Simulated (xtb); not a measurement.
Level of theory: GFN2-xTB (xtb).

```
xtb start.xyz --ohess tight --gfn 2 --chrg 0 --uhf 0 --iterations 400

# start.xyz
9

C     -1.346039    -0.068481    -0.250900
S      0.001952     1.121513    -0.443796
C      1.346124     0.117695     0.231425
H     -2.274541     0.376141    -0.618786
H     -1.141056    -0.973167    -0.829182
H     -1.478188    -0.326694     0.803020
H      1.139109    -0.145697     1.271933
H      2.276400     0.690858     0.196556
H      1.476237    -0.792168    -0.360271
```

Output:

```
[...]
        10        2.0000           -0.3550222              -9.6606 (HOMO)
        11                         -0.1975614              -5.3759 (LUMO)
        12                         -0.1299342              -3.5357
        13                          0.0042316               0.1151
        14                          0.0075693               0.2060
        15                          0.0249163               0.6780
       ...                                ...                  ...
        23                          0.4231273              11.5139
      -------------------------------------------------------------
                  HL-Gap            0.1574609 Eh            4.2847 eV
             Fermi-level           -0.2762918 Eh           -7.5183 eV


         :::::::::::::::::::::::::::::::::::::::::::::::::::::
         ::                     SUMMARY                     ::
         :::::::::::::::::::::::::::::::::::::::::::::::::::::
         :: total energy             -10.571548967707 Eh    ::
         :: gradient norm              0.000053504659 Eh/a0 ::
         :: HOMO-LUMO gap              4.284728208385 eV    ::
         ::.................................................::
         :: SCC energy               -10.690998648729 Eh    ::
         :: -> isotropic ES            0.003666944448 Eh    ::
         :: -> anisotropic ES          0.001825284283 Eh    ::
         :: -> anisotropic XC          0.009619245961 Eh    ::
         :: -> dispersion             -0.003805059895 Eh    ::
         :: repulsion energy           0.119449681022 Eh    ::
         :: add. restraining           0.000000000000 Eh    ::
         :: total charge              -0.000000000000 e     ::
         :::::::::::::::::::::::::::::::::::::::::::::::::::::

           -------------------------------------------------
          |                Numerical Hessian                |
           -------------------------------------------------
step length          :   0.00500
SCC accuracy         :   0.30000
Hessian scale factor :   1.00000
frozen atoms in %    :   0.00000    0
RMS gradient         :   0.00005
estimated CPU  time      0.00 min
estimated wall time      0.00 min

writing file <hessian>.

 projected vibrational frequencies (cm⁻¹)
eigval :       -0.00    -0.00    -0.00     0.00     0.00     0.00
eigval :      146.28   168.49   260.64   717.72   743.92   891.84
eigval :      928.79   965.10  1007.41  1316.33  1322.64  1447.58
eigval :     1449.42  1454.97  1456.39  3018.41  3019.63  3019.82
eigval :     3021.59  3064.73  3066.99
           -------------------------------------------------
          |                Property Printout                |
           -------------------------------------------------

    * Orbital Energies and Occupations

         #    Occupation            Energy/Eh            Energy/eV
      -------------------------------------------------------------
         1        2.0000           -0.7076186             -19.2553
         2        2.0000           -0.6067021             -16.5092
         3        2.0000           -0.5999686             -16.3260
         4        2.0000           -0.5086279             -13.8405
         5        2.0000           -0.5082172             -13.8293
         6        2.0000           -0.5027165             -13.6796
         7        2.0000           -0.4903502             -13.3431
         8        2.0000           -0.4634740             -12.6118
         9        2.0000           -0.4474599             -12.1760
        10        2.0000           -0.3550222              -9.6606 (HOMO)
        11                         -0.1975614              -5.3759 (LUMO)
        12                         -0.1299342              -3.5357
        13                          0.0042316               0.1151
        14                          0.0075693               0.2060
        15                          0.0249163               0.6780
        16                          0.1149215               3.1272
        17                          0.1565580               4.2602
        18                          0.1954035               5.3172
        19                          0.2045680               5.5666
        20                          0.2118302               5.7642
        21                          0.2439489               6.6382
       ...                                ...                  ...
        23                          0.4231273              11.5139
      -------------------------------------------------------------
                  HL-Gap            0.1574609 Eh            4.2847 eV
             Fermi-level           -0.2762918 Eh           -7.5183 eV

     #   Z          covCN         q      C6AA      α(0)
     1   6 C        3.745    -0.049    21.518     6.617
     2  16 S        1.940    -0.210   149.992    20.613
     3   6 C        3.745    -0.049    21.518     6.617
     4   1 H        0.925     0.058     2.217     2.328
     5   1 H        0.925     0.048     2.351     2.398
     6   1 H        0.925     0.048     2.351     2.398
     7   1 H        0.925     0.048     2.351     2.398
     8   1 H        0.925     0.058     2.217     2.328
     9   1 H        0.925     0.048     2.351     2.398

 Mol. C6AA /au·bohr⁶  :        934.195159
 Mol. C8AA /au·bohr⁸  :      27848.391354
 Mol. α(0) /au        :         48.094952

Wiberg/Mayer (AO) data.
largest (>0.10) Wiberg bond orders for each atom

 ---------------------------------------------------------------------------
     #   Z sym  total        # sym  WBO       # sym  WBO       # sym  WBO
 ---------------------------------------------------------------------------
     1   6 C    3.981 --     2 S    1.012     6 H    0.985     5 H    0.985
                             4 H    0.982
     2  16 S    2.079 --     3 C    1.012     1 C    1.012
     3   6 C    3.981 --     2 S    1.012     7 H    0.985     9 H    0.985
                             8 H    0.982
     4   1 H    0.997 --     1 C    0.982
     5   1 H    0.998 --     1 C    0.985
     6   1 H    0.998 --     1 C    0.985
     7   1 H    0.998 --     3 C    0.985
     8   1 H    0.997 --     3 C    0.982
     9   1 H    0.998 --     3 C    0.985
 ---------------------------------------------------------------------------

Topologies differ in total number of bonds
Writing topology from bond orders to xtbtopo.mol

molecular dipole:
                 x           y           z       tot (Debye)
 q only:       -0.001      -0.523       0.207
   full:       -0.002      -0.898       0.355       2.456
molecular quadrupole (traceless):
                xx          xy          yy          xz          yz          zz
 q only:        2.680       0.216      -2.052       0.567       0.666      -0.628
  q+dip:        3.118       0.127      -3.591       0.355       1.906       0.473
   full:        3.886       0.262      -3.473       0.697       1.434      -0.413

           -------------------------------------------------
          |                Geometry Summary                 |
           -------------------------------------------------

      molecular mass/u    :       62.1339037
   center of mass at/Å    :        0.0009782       0.5607244      -0.2218873
  moments of inertia/u·Å² :        0.2873684E+02   0.6633914E+02   0.8863562E+02
rotational constants/cm⁻¹ :        0.5866209E+00   0.2541129E+00   0.1901903E+00

 * 6 selected distances

     #   Z          #   Z                                           value/Å
     1   6 C        4   1 H                                       1.0846276 (min)
     1   6 C        5   1 H                                       1.0866982
     1   6 C        6   1 H                                       1.0866982
     3   6 C        7   1 H                                       1.0866982 (max)
     3   6 C        8   1 H                                       1.0846276
     3   6 C        9   1 H                                       1.0866982

 * 1 distinct bonds (by element types)

   Z      Z             #   av. dist./Å        max./Å        min./Å
Molecule has the following symmetry elements: (C2) 2*(sigma)
It seems to be the C2v point group
   1 H    6 C           6     1.0860080     1.0866982     1.0846276

           -------------------------------------------------
          |               Frequency Printout                |
           -------------------------------------------------
 projected vibrational frequencies (cm⁻¹)
eigval :       -0.00    -0.00    -0.00     0.00     0.00     0.00
eigval :      146.28   168.49   260.64   717.72   743.92   891.84
eigval :      928.79   965.10  1007.41  1316.33  1322.64  1447.58
eigval :     1449.42  1454.97  1456.39  3018.41  3019.63  3019.82
eigval :     3021.59  3064.73  3066.99
 reduced masses (amu)
   1:  9.33   2: 19.31   3: 19.78   4: 25.28   5: 16.62   6: 10.16   7:  1.35   8:  3.18
   9: 11.94  10: 15.50  11: 18.07  12:  2.69  13:  2.48  14:  3.58  15:  5.08  16:  2.57
  17:  2.55  18:  1.68  19:  1.65  20:  1.61  21:  1.64  22:  1.41  23:  1.35  24:  1.99
  25:  2.01  26:  1.78  27:  1.82
 IR intensities (km·mol⁻¹)
   1:  1.35   2:  1.14   3:  0.05   4:  2.73   5:  0.93   6:  5.58   7:  0.00   8:  1.44
   9:  0.37  10:  0.80  11: 17.60  12:  0.78  13:  0.00  14:  0.97  15: 27.63  16:  4.39
  17:  1.55  18: 11.15  19:  0.00  20:  0.07  21: 11.23  22:  2.13  23: 14.10  24: 26.81
  25:  0.00  26:  3.80  27:  6.97
 Raman intensities (Ä⁴*amu⁻¹)
   1:  0.00   2:  0.00   3:  0.00   4:  0.00   5:  0.00   6:  0.00   7:  0.00   8:  0.00
   9:  0.00  10:  0.00  11:  0.00  12:  0.00  13:  0.00  14:  0.00  15:  0.00  16:  0.00
  17:  0.00  18:  0.00  19:  0.00  20:  0.00  21:  0.00  22:  0.00  23:  0.00  24:  0.00
  25:  0.00  26:  0.00  27:  0.00
 output can be read by thermo (or use thermo option).
 writing <g98.out> molden fake output.
 recommended (thermochemical) frequency scaling factor: 1.0
           -------------------------------------------------
          |             Thermodynamic Functions             |
           -------------------------------------------------

c2v symmetry found (for desy threshold:  0.10E+00) used in thermo

          ...................................................
          :                      SETUP                      :
          :.................................................:
          :  # frequencies                          21      :
          :  # imaginary freq.                       0      :
          :  linear?                             false      :
          :  only rotor calc.                    false      :
          :  symmetry                              c2v      :
          :  rotational number                       2      :
          :  scaling factor                  1.0000000      :
          :  rotor cutoff                   50.0000000 cm⁻¹ :
          :  imag. cutoff                  -20.0000000 cm⁻¹ :
          :.................................................:

    mode    ω/cm⁻¹     T·S(HO)/kcal·mol⁻¹    T·S(FR)/kcal·mol⁻¹   T·S(vib)
   ------------------------------------------------------------------------
       1    146.28    -0.81098 ( 98.65%)    -0.73797 (  1.35%)    -0.81000
       2    168.49    -0.73114 ( 99.23%)    -0.69618 (  0.77%)    -0.73087
       3    260.64    -0.49418 ( 99.86%)    -0.56711 (  0.14%)    -0.49428
   ------------------------------------------------------------------------

   temp. (K)  partition function   enthalpy   heat capacity  entropy
                                   cal/mol     cal/K/mol   cal/K/mol   J/K/mol
 298.15  VIB   5.53                 1356.707      9.448      7.945
         ROT  0.157E+05              888.752      2.981     22.181
         INT  0.868E+05             2245.460     12.429     30.126
         TR   0.474E+27             1481.254      4.968     38.282
         TOT                        3726.7135    17.3971    68.4082   286.2198

       T/K    H(0)-H(T)+PV         H(T)/Eh          T*S/Eh         G(T)/Eh
   ------------------------------------------------------------------------
    298.15    0.593890E-02    0.799536E-01    0.325029E-01    0.474507E-01
   ------------------------------------------------------------------------

         :::::::::::::::::::::::::::::::::::::::::::::::::::::
         ::                  THERMODYNAMIC                  ::
         :::::::::::::::::::::::::::::::::::::::::::::::::::::
         :: total free energy         -10.524098272371 Eh   ::
         ::.................................................::
         :: total energy              -10.571548967707 Eh   ::
         :: zero point energy           0.074014734887 Eh   ::
         :: G(RRHO) w/o ZPVE           -0.026564039551 Eh   ::
         :: G(RRHO) contrib.            0.047450695336 Eh   ::
         :::::::::::::::::::::::::::::::::::::::::::::::::::::

optimized geometry written to: xtbopt.xyz

           -------------------------------------------------
          | TOTAL ENERGY              -10.571548967707 Eh   |
          | TOTAL ENTHALPY            -10.491595336869 Eh   |
          | TOTAL FREE ENERGY         -10.524098272371 Eh   |
          | GRADIENT NORM               0.000053507023 Eh/α |
          | HOMO-LUMO GAP               4.284728311762 eV   |
           -------------------------------------------------

------------------------------------------------------------------------
```

Cost: roughly 0.26 core-seconds.
